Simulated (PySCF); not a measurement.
**Magnesium: a sound run and one with changed settings**

Sound run: Mg [Ne] 3s2, Mg+ [Ne] 3s1. Calculation: PySCF 2.14, in cc-pVDZ-DK (4s3p1d, 18 functions); the spin-free X2C one-electron Hamiltonian (Gaussian nucleus). In the sound run the correlated levels freeze [Ne]. The sound run starts from symmetry-adapted Hartree-Fock orbitals and uses a fine grid where one is needed.

Changed run: no relativity, point nucleus. This setting is unsound on purpose.

| species | method | sound run (hartree) | changed run (hartree) | converged |
| --- | --- | --- | --- | --- |
| Mg | UHF | -199.91418 | -199.55768 | yes |
| Mg | BP86 | -200.39302 | -200.03672 | yes |
| Mg | M06-2X | -200.36349 | -200.00703 | yes |
| Mg | MP2 | -199.93554 | -199.57903 | yes |
| Mg | CCSD(T) | -199.94702 | -199.59052 | yes |
| Mg+ | UHF | -199.67040 | -199.31435 | yes |
| Mg+ | BP86 | -200.10822 | -199.75243 | yes |
| Mg+ | M06-2X | -200.07704 | -199.72113 | yes |

Ionisation energy of Mg:

| method | sound run (eV) | changed run (eV) |
| --- | --- | --- |
| UHF | 6.634 | 6.621 |
| BP86 | 7.750 | 7.736 |
| M06-2X | 7.795 | 7.780 |
| MP2 | 7.215 | 7.202 |
| SCS-MP2 | 7.331 | 7.319 |
| CCSD | 7.527 | 7.515 |
| CCSD(T) | 7.527 | 7.515 |
| CCSDT | 7.527 | 7.515 |
| FCI | 7.527 | 7.515 |

Most of the change in total energy is the relativistic energy itself. On top of that the contraction fixes the core shape for the Hamiltonian it was made with, so the changed run is not a good calculation with the other Hamiltonian either.

For comparison, NIST gives 7.646 eV between the lowest levels.
